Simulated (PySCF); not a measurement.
**Working out the electron affinity of F**

F- [Ne] (1S) → F [He] 2s2 2p5 (2P). Calculation: PySCF 2.14, in aug-cc-pwCVDZ (5s4p2d, 27 functions); no relativity, point nucleus. Frozen: nothing. Energies in hartree (1 hartree = 27.21139 eV):

| part | F- (lower) | F (upper) |
| --- | --- | --- |
| UHF | -99.428367 | -99.381135 |
| MP2 opposite-spin | -0.203176 | -0.146864 |
| MP2 same-spin | -0.074053 | -0.046887 |

Question: What does Hartree-Fock give?

Answer: (-99.381135) − (-99.428367) = 0.047232 hartree = 1.285 eV.

Question: What do MP2 and SCS-MP2 (6/5 opposite-spin, 1/3 same-spin) give?

Answer: The opposite-spin parts differ by 1.532 eV and the same-spin parts by 0.739 eV. MP2: 1.285 + (1.532) + (0.739) = 3.556 eV. SCS-MP2: 1.285 + 1.2 × (1.532) + (0.739)/3 = 3.370 eV.

A first-order spin-orbit estimate adds -0.016 eV to MP2 (valence and next inner shell), giving 3.540 eV against 3.401 eV (measured; photodetachment measurements, as compiled on the Wikipedia data page of electron affinities).

A double-zeta basis recovers only part of the correlation energy.

What remains against the reference includes basis incompleteness and correlation beyond second order.
